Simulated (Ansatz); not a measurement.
**Lanthanum, dhcp under PBE: structure, energy and stiffness**

The plan for lanthanum in the dhcp structure: relax it, solve it on a dense k-mesh, switch on spin-orbit coupling, then scale the cell to 7 volumes from 88 to 112 % of the relaxed one and try a fit of the equation of state. The start is ferromagnetic. The k-meshes are 10×10×3 for the relaxation; 13×13×4 for the dense run; 10×10×3 for spin-orbit coupling; 13×13×4 for the volumes. It starts from a deposited cell (COD).

Method: DFT PBE, plane waves (420 eV) with PAW, scalar-relativistic, in Ansatz 0.2.0.

## (1) The structure to begin with

The structure is hexagonal, space group P6_3/mmc (No. 194). Conventional cell: a = 3.770 Å, b = 3.770 Å, c = 12.159 Å, α = 90.00°, β = 90.00°, γ = 120.00°. La (site symmetry -3m) is surrounded by 12 La at 3.74 to 3.77 Å. Around La (site symmetry -6m2) lie 12 La at 3.74 to 3.77 Å.

Structure file:

```
La
1.0
     3.77000    0.00000    0.00000
    -1.88500    3.26492    0.00000
     0.00000    0.00000   12.15900
La
4
Direct
  0.00000 0.00000 0.00000
  0.00000 0.00000 0.50000
  0.33333 0.66667 0.75000
  0.66667 0.33333 0.25000
```

The atoms start with moments of +1 ×4 μB.

## (2) Relaxing cell and atoms

Input file input.yaml:

```yaml
crystal:
  lattice:
    - [3.7700018307, 0.0, 0.0]
    - [-1.8850009153, 3.2649173577, 0.0]
    - [0.0, 0.0, 12.159]
  atoms:
    - { symbol: La, position: [0.0, 0.0, 0.0], spin: 1.0 }
    - { symbol: La, position: [0.0, 0.0, 0.5], spin: 1.0 }
    - { symbol: La, position: [0.3333333333, 0.6666666667, 0.75], spin: 1.0 }
    - { symbol: La, position: [0.6666666667, 0.3333333333, 0.25], spin: 1.0 }
hamiltonian:
  xc: pbe
  pseudopotentials:
    kind: paw
    azcp:
      La: "pseudopotentials/La.paw.azcp"
basis:
  ecutwfc: 420
  fft_grid_basis: typed
kpoints:
  mp_grid: { grid: [10, 10, 3], shift: [0, 0, 0] }
magnetization:
  spin_polarized: true
scf:
  occupations: { method: fermi_dirac, width: 0.05 }
relax:
  max_steps: 60
  f_tol: 0.01
  cell: {}
```

Further steps of the session: Dense single point; A two-component run at the same geometry; The cell scaled to 88 % of its volume; The cell scaled to 92 % of its volume; The cell scaled to 96 % of its volume; The cell scaled to 100 % of its volume; The cell scaled to 104 % of its volume; The cell scaled to 108 % of its volume; The cell scaled to 112 % of its volume.

Before running it: what results should come out? Wanted: space group; conventional cell; volume; shortest distance; gap on the mesh; magnetic state; V₀, B₀, B₀′.

As calculated:

| quantity | value |
| --- | --- |
| space group (spins left aside) | P6_3/mmc (No. 194) |
| conventional cell | a = 3.774 Å, c = 12.086 Å (c/a = 3.202) |
| volume | 37.276 Å³/atom |
| shortest distance | 3.725 Å |
| against the deposited volume | -0.4 % (37.416 Å³/atom) |
| gap on the mesh | none (levels filled in part) |
| magnetic state | non-magnetic |
| V₀, B₀, B₀′ | 37.101 Å³/atom, 25 GPa, 2.3 |

**Reading.** Against experiment, PBE misses the volume by -0.4 %. The deposited cell holds zero-point motion and, unless taken cold, thermal expansion, which account for some of this. The starting moments do not survive. Levels at the Fermi energy are filled in part, as in a metal. The total energy of the spin-orbit run lies -5.3 eV/atom from the scalar one, but the two kinds of run don't share a zero of energy: only differences within one kind count. B₀ comes out at 25 GPa; letting shape and positions relax at each volume could only lower it.
